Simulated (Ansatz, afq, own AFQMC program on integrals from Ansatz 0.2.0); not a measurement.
**Where AFQMC and coupled cluster stand for SiHO⁺, triplet**

```xyz
3

Si    0.0000    0.0310    0.6323
O     0.0000   -0.0988   -1.0129
H     0.0000    0.7057   -1.5397
```

Connectivity, by distances: Si–OH.

Basis cc-pVTZ. Only valence electrons are correlated. Integrals, coupled cluster, full CI and functionals: Ansatz 0.2.0; the random walks run on the same integrals in our own AFQMC program. The CISD trial takes its coefficients from CCSD amplitudes. Released means that phaseless walkers are propagated on without the constraint, phases kept. Error bars are statistical, one sigma.

Determinant: UHF, the one that the program's search chose, which needn't be the lowest solution. The geometry is a PBE0/def2-TZVP stationary point of this or a neighbouring charge and spin state.

No full CI on the walks' own integrals is used here; CCSDT(Q) serves as the reference and is uncertain by about the last step of the cluster series.

Cautions: lower spins were not checked; the released energies have errors that jump between times, so the bars are unsure, so no released level is given (meV from the phaseless value at times in 1/Eh: -17 ± 9 at 0.24, -14 ± 79 at 0.51, -19 ± 5 at 0.99, -9 ± 10 at 1.62, -50 ± 11 at 2.40).

- T1 diagnostic: 0.0287
- weight of the determinant in the CISD state: 0.900
- ⟨S²⟩ of the determinant: 2.009
- size of the correlated space: 10 electrons in 72 orbitals

```
  level  correlation energy (eV)
    MP2                  -7.8444
   CCSD                  -8.0555
CCSD(T)                  -8.4036
```

**Question.** Estimate where phaseless AFQMC with a CISD trial lies against CCSD(T) on the same integrals.

**Answer.** 0.53 ± 0.26 mEh below CCSD(T).

Reference: CCSDT(Q), correlation energy -8.446 eV.

| level | E − E(reference) (mEh) | share of correlation (%) |
| --- | --- | --- |
| CCSD(T) | 1.56 | 99.50 |
| CCSDT | 0.92 | 99.70 |
| ph-AFQMC/CISD | 1.03 ± 0.26 | 99.67 |

A walk keeps the symmetry of its determinant, which the program's search chose and which needn't be the lowest solution, so a lower state of the same spin and another symmetry isn't excluded.
